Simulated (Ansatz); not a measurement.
A nudged elastic band was laid between two geometries of CH6NSi (9 atoms, charge 0, multiplicity 2).

All numbers below come from Ansatz 0.2.0, UKS PBE0/def2-SVP.

```yaml
movable_images: 7
climbing_image: yes
spring: 5.0 eV/Å²
optimiser: quadratic models (default)
start_path: IDPP
force_threshold: 0.05 eV/Å
iteration_limit: 60
end_points: relaxed
```

Initial state:

```xyz
9
Properties=species:S:1:pos:R:3
C -0.918 0.617 -1.090
Si 0.562 0.200 -0.062
N 0.139 -1.018 1.098
H -1.675 -0.134 -1.343
H -1.083 1.608 -1.527
H 1.093 1.492 0.496
H 1.667 -0.401 -0.878
H 0.877 -1.586 1.498
H -0.574 -0.823 1.793
```

Final state:

```xyz
9
Properties=species:S:1:pos:R:3
C -0.890 0.470 -1.154
Si 0.577 0.264 -0.033
N 0.341 -0.775 1.335
H -1.539 -0.368 -1.439
H -1.168 1.430 -1.606
H 0.966 1.629 0.438
H 1.718 -0.342 -0.793
H 0.477 -1.774 1.229
H -0.394 -0.580 2.005
```

What changes between the two ends?

No bond is made or broken. The height of N3 over the plane of its neighbours goes from 0.23 to -0.21 Å.

Give the energies along the band, and the barrier.

The forces met the threshold. The highest image is number 5 of 0 to 8, 0.5 kcal/mol above the first end and 0.1 kcal/mol above the last; the last end lies 0.4 kcal/mol above the first. The top lies less than 8 meV above the higher end, about what the thresholds resolve: that end is a shoulder or a very shallow well. A vibrational analysis at the climbing image gives one clearly imaginary mode, 216i cm⁻¹: a first-order saddle point.

```json
{"image": "0", "path coordinate (Å)": "0.00", "energy (kcal/mol)": "0.0", "height of N3 over the plane of its neighbours (Å)": "0.23"}
{"image": "1", "path coordinate (Å)": "0.11", "energy (kcal/mol)": "0.0", "height of N3 over the plane of its neighbours (Å)": "0.22"}
{"image": "2", "path coordinate (Å)": "0.22", "energy (kcal/mol)": "0.1", "height of N3 over the plane of its neighbours (Å)": "0.19"}
{"image": "3", "path coordinate (Å)": "0.33", "energy (kcal/mol)": "0.3", "height of N3 over the plane of its neighbours (Å)": "0.13"}
{"image": "4", "path coordinate (Å)": "0.44", "energy (kcal/mol)": "0.4", "height of N3 over the plane of its neighbours (Å)": "0.04"}
{"image": "5", "path coordinate (Å)": "0.55", "energy (kcal/mol)": "0.5", "height of N3 over the plane of its neighbours (Å)": "-0.05"}
{"image": "6", "path coordinate (Å)": "0.68", "energy (kcal/mol)": "0.4", "height of N3 over the plane of its neighbours (Å)": "-0.14"}
{"image": "7", "path coordinate (Å)": "0.80", "energy (kcal/mol)": "0.4", "height of N3 over the plane of its neighbours (Å)": "-0.19"}
{"image": "8", "path coordinate (Å)": "0.92", "energy (kcal/mol)": "0.4", "height of N3 over the plane of its neighbours (Å)": "-0.21"}
```

What is the geometry of the highest image?


```xyz
9
Properties=species:S:1:pos:R:3:forces:R:3
C -0.905 0.524 -1.146 0.01 -0.01 0.00
Si 0.559 0.254 -0.039 -0.01 -0.01 0.01
N 0.252 -0.832 1.266 0.00 0.03 -0.02
H -1.615 -0.278 -1.383 0.00 0.00 0.00
H -1.113 1.480 -1.640 0.00 0.00 0.00
H 0.997 1.609 0.432 0.00 0.00 0.00
H 1.696 -0.367 -0.794 0.00 0.00 0.00
H 0.694 -1.738 1.330 0.00 0.00 0.00
H -0.475 -0.698 1.956 0.00 -0.01 0.00
```

Time of the run: 78 s on 2 threads of Arm Neoverse V2, with other jobs on the host, peak memory 0.18 GiB.
